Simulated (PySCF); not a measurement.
All values below come from PBE-D3(BJ)/def2-TZVP // B3LYP-D3(BJ)/def2-TZVP (PySCF). Gas-phase values, no solvent. 

Reference species (SMILES): `F[CH]F` (neutral, multiplicity 2).

```json
{
 "highest_occupied_spin_orbital": "-5.17 eV",
 "dipole_moment": "1.23 D"
}
```

Changed species: `[CH3]` (radical fragment; the reference has radical fragment).

Problem. What does the change do to the highest occupied spin orbital and dipole moment?

Solution. the highest occupied spin orbital falls by 0.21 eV, to -5.38 eV; the dipole moment drops by 1.23 D, to 0.00 D.
